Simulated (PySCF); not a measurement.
PySCF input file for formic acid cation (CH2O2), SMILES O=CO (connectivity only; charge and spin as stated), charge +1, multiplicity 2, TDA-CAM-B3LYP/def2-SVPD. Geometry optimised at r2SCAN-D4/def2-TZVP. The multiplicity is an assumed one; other spin states were not compared. One conformer was computed; it need not be the lowest.

```python
import numpy as np
from pyscf import gto, scf, dft, tdscf

mol = gto.M(
    atom='''
    O    -0.08418383    1.09011307    0.00000000
    C     0.39998312   -0.08674763    0.00000000
    O    -0.26979815   -1.14153323    0.00000000
    H    -1.06685397    1.13739959    0.00000000
    H     1.49881109   -0.20555256    0.00000000
    ''',
    basis='def2-SVPD',
    charge=1,
    spin=1,
    max_memory=1600,
    verbose=4,
)
mf = dft.UKS(mol, xc='cam-b3lyp').density_fit(auxbasis='def2-universal-jkfit')
mf.grids.level = 3
mf.conv_tol = 1e-9
mf.max_cycle = 100
mf.kernel()
fine, coarse = mf.grids, dft.Grids(mol).set(level=1).build(with_non0tab=True)
for _ in range(3):  # follow internal instabilities
    mf.grids = coarse
    mo, _, stable, _ = mf.stability(return_status=True, nroots=4)
    mf.grids = fine
    if stable:
        break
    mf.kernel(mf.make_rdm1(mo, mf.mo_occ))
mf.grids = dft.Grids(mol).set(level=1).build(with_non0tab=True)  # coarser grid for the response kernel
td = tdscf.TDA(mf)
td.nstates = 10
td.conv_tol = 1e-4
td.kernel(x0=td.get_init_guess(mf, 15))
td.analyze()
```

Program output:

```
PySCF version 2.14.0

[INPUT] verbose = 4
[INPUT] num. atoms = 5
[INPUT] num. electrons = 23
[INPUT] charge = 1
[INPUT] spin (= nelec alpha-beta = 2S) = 1
[INPUT] symmetry False subgroup None
[INPUT] Mole.unit = angstrom
[INPUT] Symbol           X                Y                Z      unit          X                Y                Z       unit  Magmom
[INPUT]  1 O     -0.084183830000   1.090113070000   0.000000000000 AA   -0.159084382817   2.060015147109   0.000000000000 Bohr   0.0
[INPUT]  2 C      0.399983120000  -0.086747630000   0.000000000000 AA    0.755858551249  -0.163929262655   0.000000000000 Bohr   0.0
[INPUT]  3 O     -0.269798150000  -1.141533230000   0.000000000000 AA   -0.509844612414  -2.157185166790   0.000000000000 Bohr   0.0
[INPUT]  4 H     -1.066853970000   1.137399590000   0.000000000000 AA   -2.016061818205   2.149373719293   0.000000000000 Bohr   0.0
[INPUT]  5 H      1.498811090000  -0.205552560000   0.000000000000 AA    2.832342472561  -0.388438042603   0.000000000000 Bohr   0.0

nuclear repulsion = 70.3718894417407
number of shells = 34
number of NR pGTOs = 116
number of NR cGTOs = 82
basis = def2-SVPD
ecp = {}


[settings echo left out]
init E= -189.921157783151
  alpha nocc = 12  HOMO = -0.388635928805368  LUMO = -0.0462815149687965
  beta  nocc = 11  HOMO = -0.441904912759521  LUMO = -0.388635928805369

WARN: HOMO -0.388635928805368 >= LUMO -0.388635928805369

cycle= 1 E= -189.019306558903  delta_E= 0.902  |g|= 0.502  |ddm|= 1.84
  alpha nocc = 12  HOMO = -0.723843385754175  LUMO = -0.365244866969749
  beta  nocc = 11  HOMO = -0.714215588422598  LUMO = -0.488727523840079
  HOMO = -0.714215588423  LUMO = -0.48872752384  gap/eV = 6.13584
cycle= 2 E= -188.998463776679  delta_E= 0.0208  |g|= 0.641  |ddm|= 0.841
  alpha nocc = 12  HOMO = -0.767784658591316  LUMO = -0.304869379893027
  beta  nocc = 11  HOMO = -0.756889679739793  LUMO = -0.504304342385702
  HOMO = -0.75688967974  LUMO = -0.504304342386  gap/eV = 6.87320
cycle= 3 E= -189.149525376264  delta_E= -0.151  |g|= 0.0546  |ddm|= 0.525
  alpha nocc = 12  HOMO = -0.744710132235842  LUMO = -0.278979392815465
  beta  nocc = 11  HOMO = -0.731640922404866  LUMO = -0.46125304938058
  HOMO = -0.731640922405  LUMO = -0.461253049381  gap/eV = 7.35763
cycle= 4 E= -189.151814248699  delta_E= -0.00229  |g|= 0.0299  |ddm|= 0.083
  alpha nocc = 12  HOMO = -0.749047572078428  LUMO = -0.280876554630653
  beta  nocc = 11  HOMO = -0.735529455504204  LUMO = -0.463516539360546
  HOMO = -0.735529455504  LUMO = -0.463516539361  gap/eV = 7.40185
cycle= 5 E= -189.152588798325  delta_E= -0.000775  |g|= 0.0184  |ddm|= 0.0452
  alpha nocc = 12  HOMO = -0.751552670918023  LUMO = -0.281639502925426
  beta  nocc = 11  HOMO = -0.736880660731456  LUMO = -0.459609069458444
  HOMO = -0.736880660731  LUMO = -0.459609069458  gap/eV = 7.54494
cycle= 6 E= -189.152849411626  delta_E= -0.000261  |g|= 0.00775  |ddm|= 0.0194
  alpha nocc = 12  HOMO = -0.751043192786598  LUMO = -0.28069453951924
  beta  nocc = 11  HOMO = -0.735773220982748  LUMO = -0.458182403501195
  HOMO = -0.735773220983  LUMO = -0.458182403501  gap/eV = 7.55363
cycle= 7 E= -189.152967653006  delta_E= -0.000118  |g|= 0.00287  |ddm|= 0.0188
  alpha nocc = 12  HOMO = -0.751908939528789  LUMO = -0.281268166733543
  beta  nocc = 11  HOMO = -0.73627905944139  LUMO = -0.458630259269585
  HOMO = -0.736279059441  LUMO = -0.45863025927  gap/eV = 7.55521
cycle= 8 E= -189.152995923705  delta_E= -2.83e-05  |g|= 0.0012  |ddm|= 0.0104
  alpha nocc = 12  HOMO = -0.751991933315439  LUMO = -0.281101591541406
  beta  nocc = 11  HOMO = -0.736260358993496  LUMO = -0.458609322191513
  HOMO = -0.736260358993  LUMO = -0.458609322192  gap/eV = 7.55527
cycle= 9 E= -189.153001812965  delta_E= -5.89e-06  |g|= 0.000416  |ddm|= 0.00549
  alpha nocc = 12  HOMO = -0.751963574857672  LUMO = -0.281086280700407
  beta  nocc = 11  HOMO = -0.736243253675394  LUMO = -0.458616147965787
  HOMO = -0.736243253675  LUMO = -0.458616147966  gap/eV = 7.55462
cycle= 10 E= -189.153002365509  delta_E= -5.53e-07  |g|= 0.00011  |ddm|= 0.00166
  alpha nocc = 12  HOMO = -0.751964506574789  LUMO = -0.281081929482714
  beta  nocc = 11  HOMO = -0.736256523207007  LUMO = -0.458613281885445
  HOMO = -0.736256523207  LUMO = -0.458613281885  gap/eV = 7.55506
cycle= 11 E= -189.153002398553  delta_E= -3.3e-08  |g|= 3.68e-05  |ddm|= 0.000409
  alpha nocc = 12  HOMO = -0.751963729367306  LUMO = -0.281078988835153
  beta  nocc = 11  HOMO = -0.736261295802567  LUMO = -0.458617415306746
  HOMO = -0.736261295803  LUMO = -0.458617415307  gap/eV = 7.55507
cycle= 12 E= -189.153002401241  delta_E= -2.69e-09  |g|= 1.62e-05  |ddm|= 0.000108
  alpha nocc = 12  HOMO = -0.751962374505806  LUMO = -0.28108071354929
  beta  nocc = 11  HOMO = -0.736261391543861  LUMO = -0.458617068933086
  HOMO = -0.736261391544  LUMO = -0.458617068933  gap/eV = 7.55509
cycle= 13 E= -189.153002401653  delta_E= -4.12e-10  |g|= 9.55e-06  |ddm|= 3.16e-05
  alpha nocc = 12  HOMO = -0.751964443435524  LUMO = -0.281080465253911
  beta  nocc = 11  HOMO = -0.736263899151818  LUMO = -0.45861906308291
  HOMO = -0.736263899152  LUMO = -0.458619063083  gap/eV = 7.55510
Extra cycle  E= -189.15300240178  delta_E= -1.27e-10  |g|= 8.98e-06  |ddm|= 1.78e-05
converged SCF energy = -189.15300240178  <S^2> = 0.755333  2S+1 = 2.0053259
tot grids = 20488
uhf_internal: lowest eigs of H = [0.08636212 0.25115258 0.37830169 0.41497563]
<class 'pyscf.df.df_jk.DFUKS'> wavefunction is stable in the internal stability analysis
tot grids = 20488


******** <class 'pyscf.tdscf.uks.TDA'> for <class 'pyscf.df.df_jk.DFUKS'> ********
nstates = 10
deg_eia_thresh = 1.000e-03
wfnsym = None
conv_tol = 0.0001
eigh lindep = 1e-12
eigh level_shift = 0
eigh max_cycle = 100


Excitation energies (eV)
[1.4329009  3.56844101 5.75360768 6.30036398 6.5157457  7.60941081
 7.87225228 8.32762847 8.60807057 9.22757794]

** Excitation energies and oscillator strengths **
Excited State   1:      1.43290 eV    865.27 nm  f=0.0000
       9b ->   12b     -0.30326
      11b ->   12b      0.94897
Excited State   2:      3.56844 eV    347.45 nm  f=0.0001
       7b ->   12b     -0.19460
       8b ->   12b      0.32917
      10b ->   12b      0.91783
Excited State   3:      5.75361 eV    215.49 nm  f=0.0007
       9b ->   12b      0.94706
      11b ->   12b      0.30709
Excited State   4:      6.30036 eV    196.79 nm  f=0.0088
       7b ->   12b     -0.46100
       8b ->   12b      0.78645
      10b ->   12b     -0.37929
Excited State   5:      6.51575 eV    190.28 nm  f=0.0008
      12a ->   13a     -0.66376
      11b ->   13b      0.74028
Excited State   6:      7.60941 eV    162.94 nm  f=0.0179
      12a ->   13a     -0.31404
       7b ->   12b     -0.79588
       8b ->   12b     -0.43003
      11b ->   13b     -0.25201
Excited State   7:      7.87225 eV    157.50 nm  f=0.0000
      10a ->   13a      0.29238
      11a ->   13a      0.53666
      10b ->   13b     -0.78357
Excited State   8:      8.32763 eV    148.88 nm  f=0.0002
      10a ->   13a      0.83216
      11a ->   13a     -0.53927
Excited State   9:      8.60807 eV    144.03 nm  f=0.0068
      10a ->   13a      0.45311
      11a ->   13a      0.64266
      10b ->   13b      0.61089
Excited State  10:      9.22758 eV    134.36 nm  f=0.0176
       9a ->   13a     -0.68054
      12a ->   13a     -0.15755
       9b ->   13b      0.68173
      11b ->   13b     -0.11433

** Transition electric dipole moments (AU) **
state          X           Y           Z        Dip. S.      Osc.
  1        -0.0000     -0.0000     -0.0010      0.0000      0.0000
  2         0.0307     -0.0177     -0.0000      0.0013      0.0001
  3        -0.0000      0.0000     -0.0696      0.0048      0.0007
  4        -0.1432      0.1906      0.0000      0.0568      0.0088
  5        -0.0273     -0.0643     -0.0000      0.0049      0.0008
  6        -0.3091     -0.0238      0.0000      0.0961      0.0179
  7        -0.0000      0.0000      0.0035      0.0000      0.0000
  8         0.0000     -0.0000     -0.0273      0.0007      0.0002
  9        -0.0000      0.0000     -0.1793      0.0322      0.0068
 10         0.0597      0.2724     -0.0000      0.0777      0.0176

** Transition velocity dipole moments (imaginary part, AU) **
state          X           Y           Z        Dip. S.      Osc.
  1         0.0000     -0.0000     -0.0059      0.0000      0.0004
  2        -0.0058     -0.0008     -0.0000      0.0000      0.0002
  3         0.0000      0.0000     -0.0169      0.0003      0.0009
  4         0.0200     -0.0026      0.0000      0.0004      0.0012
  5         0.0020     -0.0001     -0.0000      0.0000      0.0000
  6        -0.0168     -0.0220     -0.0000      0.0008      0.0018
  7        -0.0000      0.0000     -0.0020      0.0000      0.0000
  8         0.0000     -0.0000     -0.0070      0.0000      0.0001
  9        -0.0000     -0.0000     -0.0002      0.0000      0.0000
 10         0.0019      0.0303      0.0000      0.0009      0.0018

** Transition magnetic dipole moments (imaginary part, AU) **
state          X           Y           Z
  1         0.3887      0.6590     -0.0000
  2        -0.0000     -0.0000      0.5014
  3        -0.2459     -0.2015      0.0000
  4         0.0000      0.0000      0.7982
  5         0.0000     -0.0000      0.0137
  6        -0.0000      0.0000      0.2245
  7        -0.1411      0.0422     -0.0000
  8        -0.4361     -0.3904      0.0000
  9         0.5237     -1.0080     -0.0000
 10         0.0000      0.0000     -0.0907
```

The calculation finished and met its thresholds.

Cost: around 26 core-seconds (rough).
